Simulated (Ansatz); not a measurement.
Ansatz (a first-principles code) job for NO, SMILES [N]=O (connectivity only; charge and spin as stated), charge +1, multiplicity 1, ωB97X-V/def2-TZVPD. Coordinates come from a PBE-D3(BJ)/def2-TZVPD optimisation.

Ansatz 0.2 input:
```yaml
crystal:
  periodic: [false, false, false]
  atoms:
    - {symbol: N, position_ang: [0.00000000, 0.00000000, -0.57055970]}
    - {symbol: O, position_ang: [0.00000000, 0.00000000, 0.49923974]}
basis:
  gaussian:
    orbitals: def2-TZVPD
hamiltonian:
  xc: {name: wB97X-V}
total_charge: 1
```

Output:

```
WARN ansatz: RAYON_NUM_THREADS=1 ignored (pool sized by the plan → 1); use --threads N
Functional definition: wB97X-V
integrals: 0.01 GiB planned
363 factors; their error is unknown
integrals: 0.05 GiB planned
91 factors; integrals over basis functions are off by at most 6.5e-5 eV
mean field: 0.18 GiB planned
mean field evaluation 1: about -3522.3153 eV, gradient 4.8e1 eV
mean field evaluation 2: about -3517.3975 eV, gradient 7.5e1 eV
mean field evaluation 4: about -3525.4487 eV, gradient 7.2e-1 eV
mean field evaluation 8: about -3525.4613 eV, gradient 2.3e-3 eV
mean field -3525.46126114 eV, -129.5583117033 hartree, gradient 3.1e-5 eV, S^2 0.000000; 0 other end points of the search recorded, 0 dependent functions left out
reference -3525.46126047 eV, -129.5583116789 hartree; 7, 7 occupied and 70, 70 virtual orbitals, 363 factors
Total energy: -3525.46126047 eV, -129.5583116789 hartree
```

The run converged.
